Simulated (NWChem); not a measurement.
**One shape, several levels: NO+ (SMILES N#[O+])**

Wanted: a comparison of 6 runs (B3LYP/aug-cc-pVTZ, BHLYP/aug-cc-pVTZ, BLYP/aug-cc-pVTZ, M06-2X/aug-cc-pVTZ, PBE/aug-cc-pVTZ, revPBE/aug-cc-pVTZ) of NO+. 

The calculation is run with NWChem 7.3.0.

**1. The molecule**

The species is NO+ (2 atoms), meant as a singlet with charge +1. SMILES: `N#[O+]`. The bond length is the measured one.

Bond lengths: N1–O2 1.063 Å.

**2. Energy and forces at B3LYP/aug-cc-pVTZ (run 1)**

Input file no.nw:

```
start no
memory 2200 mb
charge 1
geometry units angstroms noautosym nocenter noautoz
  N        0.000000       0.000000       0.000000
  O        0.000000       0.000000       1.063220
end
basis spherical bse
  N library aug-cc-pVTZ
  O library aug-cc-pVTZ
end
dft
  xc b3lyp
  grid fine
  convergence energy 1e-08
  iterations 100
  mulliken
end
task dft gradient
```

The run is started by

```console
nwchem no.nw > no.out
```

Output:

```text
[...]
          Wavefunction type:  closed shell.
          No. of atoms     :     2
          No. of electrons :    14
[...]
          Charge           :     1
          Spin multiplicity:     1
[...]
          AO basis - number of functions:    92
[...]
              XC Information
              --------------
                         B3LYP Method XC Potential
                     Hartree-Fock (Exact) Exchange  0.200
                        Slater Exchange Functional  0.800 local
                    Becke 1988 Exchange Functional  0.720 non-local
              Lee-Yang-Parr Correlation Functional  0.810
                  VWN I RPA Correlation Functional  0.190 local
[...]
 d= 0,ls=0.0,diis     1   -129.4922137150 -1.57D+02  9.53D-03  1.50D+00     1.0
[...]
 d= 0,ls=0.0,diis     8   -129.5872026901 -1.28D-10  1.33D-08  8.53D-13     7.6
         Total DFT energy =     -129.587202690127
      One electron energy =     -225.205929468081
           Coulomb energy =       82.739626798823
    Exchange-Corr. energy =      -14.992766562114
 Nuclear repulsion energy =       27.871866541246
[...]
      Total Density - Mulliken Population Analysis
     ---------------------------------------------
    Atom       Charge   Shell Charges
 -----------   ------   -------------------------------------------------------
    1 N    7     6.29   1.95  0.28  1.05  0.58  0.02  0.88  1.32  0.15 -0.00  0.03  0.06 -0.03  0.01  0.00
    2 O    8     7.71   1.94  0.28  1.06  0.56 -0.01  1.25  1.88  0.65 -0.00  0.01  0.05  0.04  0.00  0.00
[...]
  wavefunction    = closed shell
                         DFT ENERGY GRADIENTS
    atom               coordinates                        gradient
                 x          y          z           x          y          z
   1 N       0.000000   0.000000   0.000000    0.000000  -0.000000  -0.020143
   2 O       0.000000   0.000000   2.009194   -0.000000   0.000000   0.020143
[...]
```

Run time: 15 s. Hardware: 1 thread of Intel Xeon Platinum 8488C (Sapphire Rapids), shared host; peak memory 0.12 GiB.

**3. Energy and forces at BHLYP/aug-cc-pVTZ (run 2)**

Input file geom.nw:

```
start geom
title "NO BHLYP"
memory total 2200 mb
charge 1

geometry units angstroms noautosym nocenter noautoz
   N     0.000000    0.000000    0.000000
   O     0.000000    0.000000    1.063220
end

basis spherical bse
   * library aug-cc-pVTZ
end

dft
   xc bhlyp
   grid fine
   convergence energy 1e-08
   maxiter 100
   mulliken
   noprint "final vectors analysis"
end

task dft gradient
```

The run is started by

```console
nwchem geom.nw > geom.out
```

Output:

```text
[...]
          Wavefunction type:  closed shell.
          No. of atoms     :     2
          No. of electrons :    14
[...]
          Charge           :     1
          Spin multiplicity:     1
[...]
          AO basis - number of functions:    92
[...]
              XC Information
              --------------
                        BHLYP Method XC Functional
                     Hartree-Fock (Exact) Exchange  0.500
                        Slater Exchange Functional  0.500 local
                    Becke 1988 Exchange Functional  0.500 non-local
              Lee-Yang-Parr Correlation Functional  1.000
[...]
 d= 0,ls=0.0,diis     1   -129.4314512815 -1.57D+02  7.30D-03  1.35D+00     1.0
[...]
 d= 0,ls=0.0,diis     7   -129.5205293795 -5.28D-09  1.01D-07  2.86D-10     5.1
         Total DFT energy =     -129.520529379463
      One electron energy =     -225.123663209199
           Coulomb energy =       82.657024602929
    Exchange-Corr. energy =      -14.925757314439
 Nuclear repulsion energy =       27.871866541246
[...]
      Total Density - Mulliken Population Analysis
     ---------------------------------------------
    Atom       Charge   Shell Charges
 -----------   ------   -------------------------------------------------------
    1 N    7     6.29   1.95  0.28  1.06  0.57  0.02  0.86  1.32  0.15 -0.00  0.03  0.07 -0.03  0.01  0.00
    2 O    8     7.71   1.95  0.27  1.06  0.54 -0.02  1.23  1.91  0.66 -0.00  0.01  0.05  0.04  0.00  0.00
[...]
  wavefunction    = closed shell
                         DFT ENERGY GRADIENTS
    atom               coordinates                        gradient
                 x          y          z           x          y          z
   1 N       0.000000   0.000000   0.000000   -0.000000   0.000000  -0.075928
   2 O       0.000000   0.000000   2.009194    0.000000  -0.000000   0.075928
[...]
```

Run time: 13 s. Hardware: 1 thread of Intel Xeon Platinum 8488C (Sapphire Rapids), shared host; peak memory 0.12 GiB.

Runs 3 to 5 aren't shown in full; the table further down has their settings and results.

**4. Energy and gradient at revPBE/aug-cc-pVTZ (run 6)**

Input file no.xyz:

```xyz
2

N      0.000000     0.000000     0.000000
O      0.000000     0.000000     1.063220
```

Input file run.py:

```python
from ase.io import read
from ase.calculators.nwchem import NWChem

mol = read('no.xyz')

calc = NWChem(
    label='no',
    theory='dft',
    memory='2200 mb',
    basis='aug-cc-pVTZ',
    basispar='spherical bse',
    charge=1,
    dft={'xc': 'revpbe cpbe96', 'mult': '1', 'grid': 'fine', 'convergence': 'energy 1e-08', 'iterations': '100', 'mulliken': None},
)
mol.calc = calc

forces = mol.get_forces()
print(f"energy = {mol.get_potential_energy():.6f} eV")
print("forces (eV/A):")
for s, f in zip(mol.symbols, forces):
    print(f"{s:2s} {f[0]:10.5f} {f[1]:10.5f} {f[2]:10.5f}")
print("dipole (e A):", mol.get_dipole_moment().round(4))
```

The run is started by

```console
export ASE_NWCHEM_COMMAND="nwchem PREFIX.nwi > PREFIX.nwo"
python run.py
```

Output:

```text
energy = -3525.686374 eV
forces (eV/A):
N    -0.00000    0.00000   -1.53186
O     0.00000   -0.00000    1.53186
dipole (e A): [-0.      0.      0.5011]
```

The calculator wrote no.nwi:

```
title "no"

permanent_dir no

scratch_dir no

start no

geometry units angstrom nocenter noautosym noautoz
  N  0.0000000000000000e+00 0.0000000000000000e+00 0.0000000000000000e+00
  O  0.0000000000000000e+00 0.0000000000000000e+00 1.0632200000000001e+00
end

charge 1

memory 2200 mb

basis spherical bse noprint
   * library aug-cc-pVTZ
end

dft
  xc revpbe cpbe96
  mult 1
  grid fine
  convergence energy 1e-08
  iterations 100
  mulliken
end

task dft gradient
```

no.nwo, cut to the lines that bear on the results:

```text
[...]
         Total DFT energy =     -129.566585515460
[...]
  wavefunction    = closed shell
                         DFT ENERGY GRADIENTS
    atom               coordinates                        gradient
                 x          y          z           x          y          z
   1 N       0.000000   0.000000   0.000000    0.000000  -0.000000   0.029790
   2 O       0.000000   0.000000   2.009194   -0.000000   0.000000  -0.029790
[...]
```

Wall time 16 s (1 thread of Intel Xeon Platinum 8488C (Sapphire Rapids), shared host); peak memory 0.12 GiB.

**5. All runs side by side**

| run | level | energy (Eh) | largest force (eV/Å) | wall time |
| --- | --- | --- | --- | --- |
| 1 | B3LYP/aug-cc-pVTZ | -129.587203 | 1.036 | 15 s |
| 2 | BHLYP/aug-cc-pVTZ | -129.520529 | 3.904 | 13 s |
| 3 | BLYP/aug-cc-pVTZ | -129.586667 | 1.229 | 14 s |
| 4 | M06-2X/aug-cc-pVTZ | -129.545093 | 2.315 | 15 s |
| 5 | PBE/aug-cc-pVTZ | -129.462902 | 1.107 | 16 s |
| 6 | revPBE/aug-cc-pVTZ | -129.566586 | 1.532 | 16 s |

**6. Outcome**

```
                       quantity          value
            run 6: total energy  -129.56659 Eh
             run 6: HOMO energy      -23.08 eV
             run 6: LUMO energy      -14.45 eV
           run 6: HOMO–LUMO gap        8.64 eV
run 6: largest force on an atom     1.532 eV/Å
```

In words: Over runs 1, 4, 6 the HOMO–LUMO gap runs from 8.64 eV (revPBE/aug-cc-pVTZ) to 15.84 eV (M06-2X/aug-cc-pVTZ). Totals of different functionals can't be ranked against each other. All runs together took 89 s, the longest 16 s.
